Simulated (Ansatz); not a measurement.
We consider 1T (CdI2-type) PtS₂, described by PBEsol in Ansatz (plane waves, PAW).

Settings: plane-wave cutoff 520 eV, 12×12×8 k mesh (along the axes of the cell as run), Fermi–Dirac smearing 0.01 eV, scalar-relativistic PAW data made under PBE.

Energies at three volumes about the minimum:

| V (Å³/atom) | E − E_lowest (meV/atom) |
|---|---|
| 17.198 | 0.52 |
| 17.549 | 0.00 |
| 17.900 | 0.37 |

**Question.** Fit a parabola by hand: where is the minimum, and what is the bulk modulus?

**Answer.** Slopes: (0.00 − 0.52)/(17.549 − 17.198) = -1.481 and (0.37 − 0.00)/(17.900 − 17.549) = 1.054 meV/Å³. Curvature E″ = 2 × (1.054 − (-1.481))/(17.900 − 17.198) = 7.222 meV/Å⁶. From the middle of the first interval, the slope vanishes at V0 = 17.3735 − (-1.481)/7.222 = 17.579 Å³/atom. B = V0 E″ = 17.579 × 7.222 meV/Å³ × 0.1602 GPa per meV/Å³ = 20.3 GPa. The full Birch–Murnaghan fit to all volumes gives V0 = 17.553 Å³/atom and B0 = 20.1 GPa.

Shape and atoms are relaxed at each volume.

Note: the cell comes from a level without a dispersion term, which matters for the spacing of layers, chains or molecules.

Ansatz is a program for electronic structure.
